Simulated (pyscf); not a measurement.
Single points on ωB97X-D3(BJ)/def2-SVP structures (PySCF, gas phase).

Q: What is the homolytic dissociation enthalpy (298 K, ωB97M-D3(BJ)/def2-TZVP) of the P–Si bond of H₃Si–PH–SiH₂–PH₂ (SMILES [SiH3]P[SiH2]P), to •H₂Si–PH–SiH₃ + PH₂•?

A: P–Si to •H₂Si–PH–SiH₃ + PH₂•: 294.1 kJ/mol. The 7 functionals that were run give +266.9 (r²SCAN) to +309.2 kJ/mol (ωB97X-D3(BJ)). •H₂Si–PH–SiH₃ lies 34.9 kJ/mol over its isomer H₃Si–P•–SiH₃ (electronic energy, ωB97M-D3(BJ)).
